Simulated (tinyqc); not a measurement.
UHF in the sto-3g basis, for H2O, spin multiplicity 1, step by step. One step of it, computed by the program tinyqc.

Question. Iteration 2: diagonalisation and new density. A level shift of 0.5 hartree raises the virtual space: F + shift (S - S D(s) S), with D(s) the density of one spin. Diagonalise F' = X^T F X, C = X C', fill 5 alpha and 5 beta electrons from the bottom; D(s) = C_occ C_occ^T. Each column has its largest component positive (the first on a tie).

F(alpha) (hartree), order 1O 1s, 1O 2s, 1O 2px, 1O 2py, 1O 2pz, 2H 1s, 3H 1s:
```
[[-20.100600, -5.144025, 0.000000, 0.000000, -0.027609, -1.247698, -1.247698],
 [-5.144025, -2.363941, 0.000000, 0.000000, -0.128462, -1.045468, -1.045468],
 [0.000000, 0.000000, -0.277935, 0.111980, 0.000000, -0.029048, 0.029048],
 [0.000000, 0.000000, 0.111980, -0.356946, 0.000000, -0.416166, 0.416166],
 [-0.027609, -0.128462, 0.000000, 0.000000, -0.349151, -0.303990, -0.303990],
 [-1.247698, -1.045468, -0.029048, -0.416166, -0.303990, -0.576770, -0.372289],
 [-1.247698, -1.045468, 0.029048, 0.416166, -0.303990, -0.372289, -0.576770]]
```

F(beta) (hartree), order 1O 1s, 1O 2s, 1O 2px, 1O 2py, 1O 2pz, 2H 1s, 3H 1s:
```
[[-20.100600, -5.144025, 0.000000, 0.000000, -0.027609, -1.247698, -1.247698],
 [-5.144025, -2.363941, 0.000000, 0.000000, -0.128462, -1.045468, -1.045468],
 [0.000000, 0.000000, -0.277935, -0.111980, 0.000000, 0.029048, -0.029048],
 [0.000000, 0.000000, -0.111980, -0.356946, 0.000000, -0.416166, 0.416166],
 [-0.027609, -0.128462, 0.000000, 0.000000, -0.349151, -0.303990, -0.303990],
 [-1.247698, -1.045468, 0.029048, -0.416166, -0.303990, -0.576770, -0.372289],
 [-1.247698, -1.045468, -0.029048, 0.416166, -0.303990, -0.372289, -0.576770]]
```

X, order 1O 1s, 1O 2s, 1O 2px, 1O 2py, 1O 2pz, 2H 1s, 3H 1s:
```
[[1.024320, -0.144806, 0.000000, 0.000000, -0.009276, 0.022728, 0.022728],
 [-0.144806, 1.268041, 0.000000, 0.000000, 0.103676, -0.313425, -0.313425],
 [0.000000, 0.000000, 1.000000, 0.000000, 0.000000, 0.000000, 0.000000],
 [0.000000, 0.000000, 0.000000, 1.138441, 0.000000, -0.256391, 0.256391],
 [-0.009276, 0.103676, 0.000000, 0.000000, 1.043675, -0.132462, -0.132462],
 [0.022728, -0.313425, 0.000000, -0.256391, -0.132462, 1.223879, -0.082520],
 [0.022728, -0.313425, 0.000000, 0.256391, -0.132462, -0.082520, 1.223879]]
```

D(alpha) after iteration 1, order 1O 1s, 1O 2s, 1O 2px, 1O 2py, 1O 2pz, 2H 1s, 3H 1s:
```
[[1.042489, -0.166324, 0.000000, 0.000000, 0.051550, -0.046750, -0.046750],
 [-0.166324, 0.701843, 0.000000, 0.000000, -0.251563, 0.122179, 0.122179],
 [0.000000, 0.000000, 0.927207, -0.255372, 0.000000, 0.230635, -0.230635],
 [0.000000, 0.000000, -0.255372, 0.531631, 0.000000, 0.182274, -0.182274],
 [0.051550, -0.251563, 0.000000, 0.000000, 0.843080, 0.131727, 0.131727],
 [-0.046750, 0.122179, 0.230635, 0.182274, 0.131727, 0.250777, -0.125899],
 [-0.046750, 0.122179, -0.230635, -0.182274, 0.131727, -0.125899, 0.250777]]
```

D(beta) after iteration 1, order 1O 1s, 1O 2s, 1O 2px, 1O 2py, 1O 2pz, 2H 1s, 3H 1s:
```
[[1.042489, -0.166324, 0.000000, 0.000000, 0.051550, -0.046750, -0.046750],
 [-0.166324, 0.701843, 0.000000, 0.000000, -0.251563, 0.122179, 0.122179],
 [0.000000, 0.000000, 0.927207, 0.255372, 0.000000, -0.230635, 0.230635],
 [0.000000, 0.000000, 0.255372, 0.531631, 0.000000, 0.182274, -0.182274],
 [0.051550, -0.251563, 0.000000, 0.000000, 0.843080, 0.131727, 0.131727],
 [-0.046750, 0.122179, -0.230635, 0.182274, 0.131727, 0.250777, -0.125899],
 [-0.046750, 0.122179, 0.230635, -0.182274, 0.131727, -0.125899, 0.250777]]
```

overlap S, order 1O 1s, 1O 2s, 1O 2px, 1O 2py, 1O 2pz, 2H 1s, 3H 1s:
```
[[1.000000, 0.236704, 0.000000, 0.000000, 0.000000, 0.056630, 0.056630],
 [0.236704, 1.000000, 0.000000, 0.000000, 0.000000, 0.488184, 0.488184],
 [0.000000, 0.000000, 1.000000, 0.000000, 0.000000, 0.000000, 0.000000],
 [0.000000, 0.000000, 0.000000, 1.000000, 0.000000, 0.341014, -0.341014],
 [0.000000, 0.000000, 0.000000, 0.000000, 1.000000, 0.209822, 0.209822],
 [0.056630, 0.488184, 0.000000, 0.341014, 0.209822, 1.000000, 0.223393],
 [0.056630, 0.488184, 0.000000, -0.341014, 0.209822, 0.223393, 1.000000]]
```

Give: F' = X^T F X; orbital energies; coefficients C; F' = X^T F X; orbital energies; coefficients C; D(alpha) after iteration 2; D(beta) after iteration 2.

Answer.

F' = X^T F X (alpha) (hartree):
```
[[-19.7148, -2.7253, 0.0000, 0.0000, -0.0589, -0.1809, -0.1809],
 [-2.7253, -0.9389, 0.0000, 0.0000, 0.1741, -0.7093, -0.7093],
 [0.0000, 0.0000, -0.2415, 0.2218, 0.0000, -0.1393, 0.1393],
 [0.0000, 0.0000, 0.2218, 0.1697, 0.0000, -0.6596, 0.6596],
 [-0.0589, 0.1741, 0.0000, 0.0000, -0.1861, -0.3630, -0.3630],
 [-0.1809, -0.7093, -0.1393, -0.6596, -0.3630, 0.3484, -0.1036],
 [-0.1809, -0.7093, 0.1393, 0.6596, -0.3630, -0.1036, 0.3484]]
```

orbital energies (alpha) (hartree): [-20.1101, -1.2072, -0.6371, -0.3824, -0.2928, 1.1048, 1.3100]

coefficients C (alpha), order 1O 1s, 1O 2s, 1O 2px, 1O 2py, 1O 2pz, 2H 1s, 3H 1s:
```
[[0.9939, -0.2258, 0.0000, 0.0893, 0.0000, -0.1567, 0.0000],
 [0.0279, 0.7825, 0.0000, -0.4362, 0.0000, 1.0162, 0.0000],
 [0.0000, 0.0000, -0.1126, 0.0000, 0.9760, 0.0000, 0.1863],
 [0.0000, 0.0000, 0.6404, 0.0000, -0.1173, 0.0000, 1.0018],
 [0.0041, 0.1297, 0.0000, 0.8747, 0.0000, 0.5944, 0.0000],
 [-0.0065, 0.1955, 0.3901, 0.1713, 0.2074, -0.8367, -0.8508],
 [-0.0065, 0.1955, -0.3901, 0.1713, -0.2074, -0.8367, 0.8508]]
```

F' = X^T F X (beta) (hartree):
```
[[-19.7148, -2.7253, 0.0000, 0.0000, -0.0589, -0.1809, -0.1809],
 [-2.7253, -0.9389, 0.0000, 0.0000, 0.1741, -0.7093, -0.7093],
 [0.0000, 0.0000, -0.2415, -0.2218, 0.0000, 0.1393, -0.1393],
 [0.0000, 0.0000, -0.2218, 0.1697, 0.0000, -0.6596, 0.6596],
 [-0.0589, 0.1741, 0.0000, 0.0000, -0.1861, -0.3630, -0.3630],
 [-0.1809, -0.7093, 0.1393, -0.6596, -0.3630, 0.3484, -0.1036],
 [-0.1809, -0.7093, -0.1393, 0.6596, -0.3630, -0.1036, 0.3484]]
```

orbital energies (beta) (hartree): [-20.1101, -1.2072, -0.6371, -0.3824, -0.2928, 1.1048, 1.3100]

coefficients C (beta), order 1O 1s, 1O 2s, 1O 2px, 1O 2py, 1O 2pz, 2H 1s, 3H 1s:
```
[[0.9939, -0.2258, 0.0000, 0.0893, 0.0000, -0.1567, 0.0000],
 [0.0279, 0.7825, 0.0000, -0.4362, 0.0000, 1.0162, 0.0000],
 [0.0000, 0.0000, 0.1126, 0.0000, 0.9760, 0.0000, -0.1863],
 [0.0000, 0.0000, 0.6404, 0.0000, 0.1173, 0.0000, 1.0018],
 [0.0041, 0.1297, 0.0000, 0.8747, 0.0000, 0.5944, 0.0000],
 [-0.0065, 0.1955, 0.3901, 0.1713, -0.2074, -0.8367, -0.8508],
 [-0.0065, 0.1955, -0.3901, 0.1713, 0.2074, -0.8367, 0.8508]]
```

D(alpha) after iteration 2, order 1O 1s, 1O 2s, 1O 2px, 1O 2py, 1O 2pz, 2H 1s, 3H 1s:
```
[[1.0468, -0.1879, 0.0000, 0.0000, 0.0529, -0.0353, -0.0353],
 [-0.1879, 0.8034, 0.0000, 0.0000, -0.2800, 0.0781, 0.0781],
 [0.0000, 0.0000, 0.9653, -0.1866, 0.0000, 0.1585, -0.1585],
 [0.0000, 0.0000, -0.1866, 0.4239, 0.0000, 0.2255, -0.2255],
 [0.0529, -0.2800, 0.0000, 0.0000, 0.7819, 0.1752, 0.1752],
 [-0.0353, 0.0781, 0.1585, 0.2255, 0.1752, 0.2628, -0.1276],
 [-0.0353, 0.0781, -0.1585, -0.2255, 0.1752, -0.1276, 0.2628]]
```

D(beta) after iteration 2, order 1O 1s, 1O 2s, 1O 2px, 1O 2py, 1O 2pz, 2H 1s, 3H 1s:
```
[[1.0468, -0.1879, 0.0000, 0.0000, 0.0529, -0.0353, -0.0353],
 [-0.1879, 0.8034, 0.0000, 0.0000, -0.2800, 0.0781, 0.0781],
 [0.0000, 0.0000, 0.9653, 0.1866, 0.0000, -0.1585, 0.1585],
 [0.0000, 0.0000, 0.1866, 0.4239, 0.0000, 0.2255, -0.2255],
 [0.0529, -0.2800, 0.0000, 0.0000, 0.7819, 0.1752, 0.1752],
 [-0.0353, 0.0781, -0.1585, 0.2255, 0.1752, 0.2628, -0.1276],
 [-0.0353, 0.0781, 0.1585, -0.2255, 0.1752, -0.1276, 0.2628]]
```
